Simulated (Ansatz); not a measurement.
Cyclopentanone, C5H8O, 14 atoms. Charge 0, multiplicity 1. All runs use 4 threads of an Arm Neoverse V1 on a shared host. Correlated methods freeze the cores.

(1) Give the basis size and wall time and peak host memory of each of these runs in Ansatz. RKS ωB97M-V/def2-SVP energy; RKS PBE0-D4/def2-TZVP frequencies; RHF-MP2/def2-QZVPP energy; RKS PBE0-D4/def2-TZVPP energy; RKS PBE0-D4/def2-SVP energy; RHF-CCSD(T)/def2-SVP energy; RKS LC-ωPBE/def2-TZVPP energy; RKS HSE06 (plane-wave form)-D4/def2-TZVPP energy; RKS PBE0-D4/def2-QZVPP energy; direct RPA on PBE orbitals/def2-TZVPP energy; RKS ωB97M-V/def2-QZVPP energy; RHF-CCSD(T)/def2-TZVPP energy. (Best estimate.)

Answers

(1) Ansatz gave: Other jobs shared the machine, so times are rough.

```json
{"level": "RKS PBE0-D4/def2-SVP", "job": "energy", "functions": "124", "wall time": "1.4 s", "peak host memory (GiB)": "0.28"}
{"level": "RKS LC-ωPBE/def2-TZVPP", "job": "energy", "functions": "298", "wall time": "3.4 s", "peak host memory (GiB)": "0.63"}
{"level": "RKS PBE0-D4/def2-TZVPP", "job": "energy", "functions": "298", "wall time": "3.8 s", "peak host memory (GiB)": "0.77"}
{"level": "RKS HSE06 (plane-wave form)-D4/def2-TZVPP", "job": "energy", "functions": "298", "wall time": "4 s", "peak host memory (GiB)": "0.83"}
{"level": "RKS ωB97M-V/def2-SVP", "job": "energy", "functions": "124", "wall time": "5.5 s", "peak host memory (GiB)": "0.38"}
{"level": "direct RPA on PBE orbitals/def2-TZVPP", "job": "energy", "functions": "298", "wall time": "8.5 s", "peak host memory (GiB)": "0.96"}
{"level": "RKS PBE0-D4/def2-QZVPP", "job": "energy", "functions": "582", "wall time": "11 s", "peak host memory (GiB)": "2.3"}
{"level": "RHF-CCSD(T)/def2-SVP", "job": "energy", "functions": "124", "wall time": "13 s", "peak host memory (GiB)": "0.84"}
{"level": "RKS ωB97M-V/def2-QZVPP", "job": "energy", "functions": "582", "wall time": "26 s", "peak host memory (GiB)": "2.7"}
{"level": "RHF-MP2/def2-QZVPP", "job": "energy", "functions": "582", "wall time": "43 s", "peak host memory (GiB)": "5.4"}
{"level": "RKS PBE0-D4/def2-TZVP", "job": "frequencies", "functions": "234", "wall time": "4.4 min", "peak host memory (GiB)": "0.69"}
{"level": "RHF-CCSD(T)/def2-TZVPP", "job": "energy", "functions": "298", "wall time": "18 min", "peak host memory (GiB)": "4.2"}
```

LC-ωPBE has ω = 0.4 bohr⁻¹.
